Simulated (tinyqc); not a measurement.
A ladder of methods, and size consistency: correlation methods against full CI in the sto-6g basis, for H2O, spin multiplicity 1. Computed by the program tinyqc with PySCF. All electrons correlated; +Q is the Davidson correction (1 - c0^2) E_corr. The last columns treat two copies 100 angstrom apart as one system. FCI is the lowest singlet.

Geometry (angstrom):
```
atom,x,y,z
O,0.0000,0.0000,0.0000
H,0.0000,0.6540,0.6160
H,0.0000,-0.6540,0.6160
```

RHF energy of one = -75.657202 hartree

Correlation energies (hartree):
```
method,E_corr of one,share of FCI (%),E_corr of two at 100 angstrom,two minus twice one (mhartree)
MP2,-0.03298,73.403,-0.06597,0.000
CISD,-0.04441,98.828,-0.08701,1.802
CISD+Q,-0.04535,100.920,-0.09047,0.225
CCSD,-0.04485,99.807,-0.08969,0.000
CCSD(T),-0.04490,99.922,-0.08980,0.000
FCI,-0.04493,100.000,-,-
```

What does the comparison show, and why?

MP2 recovers 73 %, CISD 98.8 % and CCSD 99.8 % of the FCI value (c0^2 = 0.979 in CISD). MP2 and coupled cluster are size consistent, so their last column vanishes; CISD loses 1.80 mhartree, since a double excitation on each copy is a quadruple of the pair, and the Davidson correction leaves +0.22.
